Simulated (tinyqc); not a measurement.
Worked calculation: harmonic frequencies on the RHF/sto-3g surface (energies and gradients from PySCF), for H2O, spin multiplicity 1. Computed by tinyqc, a small Python program that keeps every step (integrals from PySCF). Settings: charge = 0, multiplicity = 1, basis = sto-3g, delta = 0.005. Command: `OMP_NUM_THREADS=1 python tinyqc.py 23644 23645 out.jsonl` (the two numbers bound the seeds that draw the settings). One thread of a shared host (Intel(R) Xeon(R) Processor @ 2.60GHz), about 2 s of CPU time with the checks.

## One row of the Hessian: 1Oy

optimised positions (bohr):
```
            x          y          z
1O  -0.026425   0.023136  -0.058257
2H   0.045656   1.429147   1.172092
3H   0.029902  -1.435275   1.110373
```

gradient at +delta (hartree/bohr):
```
              x            y            z
1O   0.00001956   0.00401936   0.00003919
2H  -0.00009980  -0.00195680  -0.00170201
3H   0.00008023  -0.00206256   0.00166282
```

gradient at -delta (hartree/bohr):
```
              x            y            z
1O  -0.00001724  -0.00401917   0.00000424
2H   0.00009846   0.00194182   0.00167944
3H  -0.00008122   0.00207735  -0.00168368
```

Displace 1Oy by +/-0.005 bohr; H(k, :) = (g(+) - g(-)) / (2 delta).

row of the Hessian (hartree/bohr^2): 1Ox 0.00368005, 1Oy 0.80385337, 1Oz 0.00349543, 2Hx -0.01982570, 2Hy -0.38986240, 2Hz -0.33814521, 3Hx 0.01614565, 3Hy -0.41399097, 3Hz 0.33464978

## Hessian by finite differences

All rows are made in the same way, and the matrix is symmetrised.

Hessian (symmetrised) (hartree/bohr^2), lower triangle:
```
             1Ox          1Oy          1Oz         2Hx          2Hy         2Hz          3Hx          3Hy
1Ox   0.00184292
1Oy   0.00367999   0.80385337
1Oz   0.03396556   0.00349661   0.63314778
2Hx  -0.00108333  -0.01982520  -0.01855847  0.00103468
2Hy  -0.01335582  -0.38986254  -0.21749309  0.01681376   0.42677304
2Hz  -0.01908261  -0.33814299  -0.32847809  0.01789953   0.27899103  0.31120732
3Hx  -0.00075916   0.01614521  -0.01540719  0.00004843  -0.00345797  0.00118313   0.00071051
3Hy   0.00967583  -0.41399109   0.21399646  0.00301143  -0.03691036  0.05915194  -0.01268723   0.45090157
3Hz  -0.01488295   0.33464639  -0.30467081  0.00065894  -0.06149807  0.01727134   0.01422407  -0.27314829

            3Hz
3Hz  0.28740002
```

## Normal modes

masses (u): 1O 15.994915, 2H 1.007825, 3H 1.007825

Diagonalise H_ij / sqrt(m_i m_j); the 6 smallest eigenvalues belong to translations and rotations; wavenumber = sqrt(eigenvalue / 1822.888) x 219474.63; each mode has its largest component positive (the first on a tie); zero-point energy = sum of wavenumbers / 2, with 349.755 1/cm per kcal/mol.

eigenvalues of the mass-weighted Hessian (hartree/(bohr^2 u)): -0.000007  0.000000  0.000000  0.000000  0.000002  0.000003  0.178201  0.648627  0.729682

harmonic wavenumbers of the vibrations (1/cm): 2170.0  4140.0  4391.1

mass-weighted modes:
```
        mode 1     mode 2     mode 3
1Ox  -0.014132   0.010949  -0.001444
1Oy   0.005766  -0.004476  -0.262392
1Oz  -0.264004   0.204556  -0.005661
2Hx   0.025768  -0.024882   0.026306
2Hy  -0.444469  -0.549902   0.513117
2Hz   0.516542  -0.419483   0.449008
3Hx   0.030531  -0.018737  -0.020555
3Hy   0.421498   0.567736   0.532202
3Hz   0.535205  -0.395430  -0.426457
```

zero-point energy = 15.297975 kcal/mol
